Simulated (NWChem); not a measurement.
## Spin states of O (+1)

```xyz
1

O      0.0000     0.0000     0.0000
```
Charge +1, spin multiplicity 4.

Everything below was run with NWChem.

Basis set: def2-TZVP. The gap is E(quartet) − E(doublet), so a negative value puts the higher spin lower. Open shells are unrestricted. The quartet is the single determinant that the SCF runs reached, with unpaired electrons in orbitals of symmetry b1u and b2u and b3u (D2h labels); it need not be the lowest quartet, which in molecules with degenerate π orbitals can need several determinants. Where the lowest doublet needs several determinants, the single determinant used here isn't a pure state and places it wrongly.

The correlated methods keep 1 core orbital frozen. B3LYP has NWChem's definition, with VWN1-RPA local correlation. No SCF solution was tested for a lower state. Open-shell Hartree-Fock references start from PBE0 orbitals.

Problem. For the vertical doublet-quartet gap, B3LYP gives -89.6 kcal/mol and M06-2X gives -93.9 kcal/mol. What do PBE0, B2PLYP, HF give?

Solution. PBE0: -96.1 kcal/mol; B2PLYP: -93.6 kcal/mol; HF: -114.7 kcal/mol.
